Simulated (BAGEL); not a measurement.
**A workflow on SiH3F (SMILES F[SiH3])**

Aim: the energy (HF/6-31G*), then the energy (NEVPT2(2,2)/6-31G*), then the energy (CASPT2(2,2)/6-31G*) of SiH3F. 

The results are computed with BAGEL 1.2.2.

2 further runs of the same task are left out: 2 set aside as unsound or not needed.

## (1) The structure to begin with

SiH3F: 5 atoms, total charge 0, spin state singlet. SMILES: `F[SiH3]`. The Si2–H3 distance was set to 1.704 Å, away from the relaxed value.

Bond lengths: F1–Si2 1.600 Å, Si2–H4 1.482 Å, Si2–H5 1.482 Å. Angles: F1–Si2–H4 108.3°, F1–Si2–H5 108.3°, H4–Si2–H5 110.6°. A long bond or contact: Si2–H3 1.704 Å.

## (2) The energy at HF/6-31G(d) (density fitting with svp-jkfit, spherical functions) (run 1)

Contents of job.json:

```json
{ "bagel": [

{
  "title": "molecule",
  "basis": "6-31gs.json",
  "df_basis": "svp-jkfit",
  "angstrom": "false",
  "geometry": [
    { "atom": "F", "xyz": [ -2.29212630,  0.35676706,  2.02187467 ] },
    { "atom": "Si", "xyz": [  0.19834376,  0.01264794,  0.34247507 ] },
    { "atom": "H", "xyz": [ -0.69504127, -0.36396125, -2.72819761 ] },
    { "atom": "H", "xyz": [  1.56896212, -2.25237780,  1.25388998 ] },
    { "atom": "H", "xyz": [  1.78042248,  2.30431881,  0.63368186 ] }
  ]
},
{
  "title": "hf",
  "charge": 0
},
{
  "title": "print",
  "file": "orbitals.molden",
  "orbitals": "true"
}

]}
```

The basis set 6-31G* is read from a file made from the Basis Set Exchange's data (not shown).

Run with:

```bash
$ BAGEL_NUM_THREADS=1 BAGEL job.json > job.out
```

What it wrote:

```text
* using 1 threads per process

  ===============================================================
  ===============================================================

  *** Geometry ***

  { "atom" : "F", "xyz" : [     -2.292126,      0.356767,      2.021875 ] },
  { "atom" : "Si", "xyz" : [      0.198344,      0.012648,      0.342475 ] },
  { "atom" : "H", "xyz" : [     -0.695041,     -0.363961,     -2.728198 ] },
  { "atom" : "H", "xyz" : [      1.568962,     -2.252378,      1.253890 ] },
  { "atom" : "H", "xyz" : [      1.780422,      2.304319,      0.633682 ] },

  Number of auxiliary basis functions:      259

  Since a DF basis is specified, we compute 2- and 3-index integrals:
    o Being stored without compression. Storage requirement is 0.003 GB

  Number of basis functions:       38
  Number of electrons      :       26

    * METHOD: MOLECULE                             0.05

  *** RHF ***

  === Nuclear Repulsion ===
    62.2319756476

      * DIIS with orbital gradients will be used.

  === RHF iteration (6-31gs.json) ===
      0       -390.01569627          0.03058561           0.01
      1       -390.09051792          0.01924025           0.01
      2       -390.12982685          0.00166236           0.01
      3       -390.13034340          0.00017062           0.01
      4       -390.13034970          0.00003135           0.01
      5       -390.13034993          0.00000531           0.01
      6       -390.13034993          0.00000151           0.01
      7       -390.13034993          0.00000026           0.01
      8       -390.13034993          0.00000008           0.01
      9       -390.13034993          0.00000001           0.01
     10       -390.13034993          0.00000000           0.01
    * SCF iteration converged.

    * Permanent dipole moment:
           (   -0.549172,     0.047563,     0.162671) a.u.

    * METHOD: HF                                   0.12

    * METHOD: PRINT                                0.00

  ===============================================================
```

Run time: 0.42 s. Hardware: 1 thread of Arm Neoverse V2, shared host; peak memory 0.14 GiB.

## (3) A single-point energy at NEVPT2(2,2)/6-31G(d) (density fitting with svp-jkfit, spherical functions) (run 2)

Contents of nevpt2.json:

```json
{ "bagel": [

{
  "title": "molecule",
  "basis": "6-31gs.json",
  "df_basis": "svp-jkfit",
  "geometry": [
    { "atom": "F", "xyz": [    -2.29212630,     0.35676706,     2.02187467 ] },
    { "atom": "Si", "xyz": [     0.19834376,     0.01264794,     0.34247507 ] },
    { "atom": "H", "xyz": [    -0.69504127,    -0.36396125,    -2.72819761 ] },
    { "atom": "H", "xyz": [     1.56896212,    -2.25237780,     1.25388998 ] },
    { "atom": "H", "xyz": [     1.78042248,     2.30431881,     0.63368186 ] }
  ]
},

{
  "title": "hf"
},

{
  "title": "nevpt2",
  "nstate": 1,
  "nact": 2,
  "nclosed": 12,
  "active": [13, 15],
  "maxiter": 200,
  "natocc": true,
  "ncore": 6
},

{
  "title": "print",
  "file": "orbitals.molden",
  "orbitals": true
}

]}
```

The basis set 6-31G* is read from a file made from the Basis Set Exchange's data (not shown).

Run with:

```bash
$ BAGEL_NUM_THREADS=1 BAGEL nevpt2.json > nevpt2.out
```

What it wrote:

```text
* using 1 threads per process

  ===============================================================
  ===============================================================

  *** Geometry ***

[... 29 lines left out ...]
    * SCF iteration converged.
[... 1 line left out ...]
    * Permanent dipole moment:
[... 28 lines left out ...]
    * Second-order optimization converged. *
[... 9 lines left out ...]
     * ci vector, state   0, <S^2> = 0.0000
       2.     0.9918056482
       .2    -0.1277558459

  === DF-NEVPT2 calculation ===

    * 3-index integral transformation done
    * assembly done

      NEVPT2 correlation energy:   -0.2371031724      0.01

          (+0)     -0.2163186624
          (+0)'    -0.0026866162
          (+1)     -0.0063004422
          (+1)'    -0.0000000000
          (+2)     -0.0001735148
          (-1)     -0.0084625776
          (-1)'     0.0000000000
          (-2)     -0.0031613591

      NEVPT2 total energy:       -390.3856296871

    * METHOD: NEVPT2                               0.42

    * METHOD: PRINT                                0.00

  ===============================================================
```

Wall time 0.84 s (1 thread of Arm Neoverse V2, shared host); peak memory 0.14 GiB.

## (4) The energy at CASPT2(2,2)/6-31G(d) (density fitting with svp-jkfit, spherical functions) (run 3)

Contents of job.json:

```json
{ "bagel" : [

{
  "title" : "molecule",
  "basis" : "6-31gs.json",
  "df_basis" : "svp-jkfit",
  "angstrom" : false,
  "geometry" : [
    { "atom" : "F", "xyz" : [ -2.29212630,  0.35676706,  2.02187467 ] },
    { "atom" : "Si", "xyz" : [  0.19834376,  0.01264794,  0.34247507 ] },
    { "atom" : "H", "xyz" : [ -0.69504127, -0.36396125, -2.72819761 ] },
    { "atom" : "H", "xyz" : [  1.56896212, -2.25237780,  1.25388998 ] },
    { "atom" : "H", "xyz" : [  1.78042248,  2.30431881,  0.63368186 ] }
  ]
},
{
  "title" : "hf"
},
{
  "title" : "casscf",
  "nstate" : 1,
  "nact" : 2,
  "nclosed" : 12,
  "active" : [13, 15],
  "maxiter" : 200,
  "natocc" : true
},
{
  "title" : "print",
  "file" : "orbitals.molden",
  "orbitals" : true
},
{
  "title" : "smith",
  "method" : "caspt2",
  "ms" : true,
  "xms" : true,
  "sssr" : true,
  "shift" : 0.2,
  "shift_imag" : true,
  "ncore" : 6
}

]}
```

The basis set 6-31G* is read from a file made from the Basis Set Exchange's data (not shown).

Run with:

```bash
$ BAGEL_NUM_THREADS=1 BAGEL job.json > job.out
```

What it wrote:

```text
* using 1 threads per process

  ===============================================================
  ===============================================================

  *** Geometry ***

[... 31 lines left out ...]
    * Permanent dipole moment:
[... 37 lines left out ...]
     * ci vector, state   0, <S^2> = 0.0000
[... 21 lines left out ...]
       #      aibj      arbs      arbi      airj      risj      airs      arst      rist         Etot      error   time
[... 9 lines left out ...]
      ------------------------------------------------------------------------------------------------------------------

    * CASPT2 energy : state  0     -390.3884217973
        w/o shift correction       -390.3875570377
        reference weight              0.9380570948

    * METHOD: SMITH                                0.07

  ===============================================================
```

It took 0.89 s on 1 thread of Arm Neoverse V2, shared host; peak memory 0.14 GiB.

## (5) What came out

```
                               quantity          value
         run 1, HF/6-31G*: total energy  -390.13035 Eh
        run 1, HF/6-31G*: dipole moment         1.46 D
          run 1, HF/6-31G*: HOMO energy      -12.53 eV
          run 1, HF/6-31G*: LUMO energy        3.46 eV
        run 1, HF/6-31G*: HOMO–LUMO gap       15.99 eV
run 2, NEVPT2(2,2)/6-31G*: total energy  -390.38563 Eh
run 3, CASPT2(2,2)/6-31G*: total energy  -390.38842 Eh
```
